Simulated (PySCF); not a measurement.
Functional benchmark on one molecule

Molecule: N-Methylacetamide (CNC(C)=O, C3H7NO).

Molfile (atoms numbered from 1):
```
C3H7NO
     RDKit          3D

 12 11  0  0  0  0  0  0  0  0999 V2000
    1.8659    0.0911    0.3058 C   0  0  0  0  0  0  0  0  0  0  0  0
    0.5307   -0.3971    0.0795 N   0  0  0  0  0  0  0  0  0  0  0  0
   -0.5255    0.4586    0.0501 C   0  0  0  0  0  0  0  0  0  0  0  0
   -1.8716   -0.1728   -0.2285 C   0  0  0  0  0  0  0  0  0  0  0  0
   -0.3860    1.6548    0.2138 O   0  0  0  0  0  0  0  0  0  0  0  0
    2.1341    0.8632   -0.4322 H   0  0  0  0  0  0  0  0  0  0  0  0
    1.9661    0.5472    1.3044 H   0  0  0  0  0  0  0  0  0  0  0  0
    2.5777   -0.7408    0.2253 H   0  0  0  0  0  0  0  0  0  0  0  0
    0.3751   -1.3864   -0.0456 H   0  0  0  0  0  0  0  0  0  0  0  0
   -2.6237    0.3166    0.4036 H   0  0  0  0  0  0  0  0  0  0  0  0
   -1.8967   -1.2582   -0.0557 H   0  0  0  0  0  0  0  0  0  0  0  0
   -2.1462    0.0239   -1.2763 H   0  0  0  0  0  0  0  0  0  0  0  0
  1  2  1  0
  2  3  1  0
  3  4  1  0
  3  5  2  0
  1  6  1  0
  1  7  1  0
  1  8  1  0
  2  9  1  0
  4 10  1  0
  4 11  1  0
  4 12  1  0
M  END
```

Geometry PBE0-D3(BJ)/def2-SVP throughout; GIAO in PySCF 2.14, gas phase, one conformer, non-relativistic; equivalent atoms averaged; basis pcSseg-2.

Reference values (measured; solution, not stated per compound (mostly CDCl3 or CCl4); Pretsch, Buehlmann, Badertscher, Structure Determination of Organic Compounds, 4th ed. (2009)): δ(C1) = 26.1 ppm, δ(H6/H7/H8) = 2.79 ppm. Computed shifts are taken against TMS, calculated as an isolated molecule at each level.

**Question.** How do the functionals HF, LDA, PBE, BLYP, BP86, OPBE, KT2, KT3, B97-D, B3LYP, PBE0, mPW1PW91, WP04, B97-2, BHandHLYP, CAM-B3LYP, wB97X-D, LC-wPBE perform against the reference? Times are CPU seconds on shared hosts with different chips, so compare them loosely.

**Answer.** 
```csv
functional,kind,C1,H6/H7/H8,abs. error C,abs. error H,core-s
HF,Hartree–Fock,24.3,2.88,1.8,0.09,10
LDA,LDA,24.0,2.93,2.1,0.14,24
PBE,GGA,25.2,2.94,0.9,0.15,28
BLYP,GGA,25.5,3.00,0.6,0.21,30
BP86,GGA,25.5,2.94,0.6,0.15,28
OPBE,GGA,25.9,2.89,0.2,0.10,30
KT2,GGA,25.1,2.96,1.0,0.17,31
KT3,GGA,25.8,2.96,0.3,0.17,33
B97-D,GGA,26.0,2.97,0.1,0.18,29
B3LYP,global hybrid,25.3,2.96,0.8,0.17,19
PBE0,global hybrid,25.2,2.90,0.9,0.11,19
mPW1PW91,global hybrid,25.4,2.89,0.7,0.10,19
WP04,global hybrid,31.3,2.61,5.2,0.18,29
B97-2,global hybrid,29.1,2.64,3.0,0.15,28
BHandHLYP,global hybrid,28.4,2.66,2.3,0.13,28
CAM-B3LYP,range-separated hybrid,28.4,2.67,2.3,0.12,38
wB97X-D,range-separated hybrid,29.0,2.62,2.9,0.17,33
LC-wPBE,range-separated hybrid,28.4,2.57,2.3,0.22,55
```

For ¹³C the closest is B97-D (0.1 ppm, with OPBE, KT3 practically level) and the furthest WP04 (5.2 ppm).

For ¹H the closest is HF (0.09 ppm, with OPBE, mPW1PW91, PBE0 practically level) and the furthest LC-wPBE (0.22 ppm). One molecule is a small sample, and vibrational and solvent effects are absent from the calculation.
